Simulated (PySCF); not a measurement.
Molfile (atoms numbered from 1):
```
C4H3S2
     RDKit          3D

  9  9  0  0  0  0  0  0  0  0999 V2000
    2.9610    0.6997   -0.1218 S   0  0  0  0  0  0  0  0  0  0  0  0
    1.2875    0.4093   -0.0469 C   0  0  0  0  0  0  0  0  0  0  0  0
    0.5519   -0.7785   -0.1042 C   0  0  0  0  0  0  0  0  0  0  0  0
   -0.8550   -0.6191   -0.0071 C   0  0  0  0  0  0  0  0  0  0  0  0
   -1.2614    0.6855    0.1269 C   0  0  0  0  0  0  0  0  0  0  0  0
    0.1185    1.7396    0.1342 S   0  0  0  0  0  0  0  0  0  0  0  0
    1.0595   -1.7383   -0.2156 H   0  0  0  0  0  0  0  0  0  0  0  0
   -1.5583   -1.4579   -0.0361 H   0  0  0  0  0  0  0  0  0  0  0  0
   -2.2766    1.0717    0.2203 H   0  0  0  0  0  0  0  0  0  0  0  0
  1  2  1  0
  2  3  2  0
  3  4  1  0
  4  5  2  0
  5  6  1  0
  6  2  1  0
  3  7  1  0
  4  8  1  0
  5  9  1  0
M  CHG  1   1  -1
M  END
```

Geometry: PBE0-D3(BJ)/def2-SVP; GIAO absolute shieldings from PySCF 2.14.0 with density-fitted response routines, gas phase, non-relativistic, averaged over equivalent atoms.

At PBE0/pcSseg-1 (131 basis functions, 13 s wall time on 1 thread of an Arm Neoverse V1, shared host):
```csv
atoms,σ (ppm)
S6,249.6
S1,475.8
C2,-5.9
C4,56.7
C3,62.1
C5,75.8
H8,25.30
H7,25.40
H9,26.07
```

Q: Predict the values at CAM-B3LYP/pcSseg-2 on the same geometry.

A: 
```csv
atoms,σ at CAM-B3LYP/pcSseg-2,change
S6,197.4,-52.2
S1,491.1,+15.3
C2,-27.7,-21.8
C4,47.3,-9.4
C3,53.9,-8.2
C5,65.6,-10.2
H8,25.05,-0.25
H7,25.05,-0.35
H9,25.71,-0.36
```

The largest change is at S6 (aromatic ring sulfur). Cost: 272 basis functions, 58 s wall time on 1 thread of an Arm Neoverse V1, shared host. The order of the carbon signals is the same at both levels.
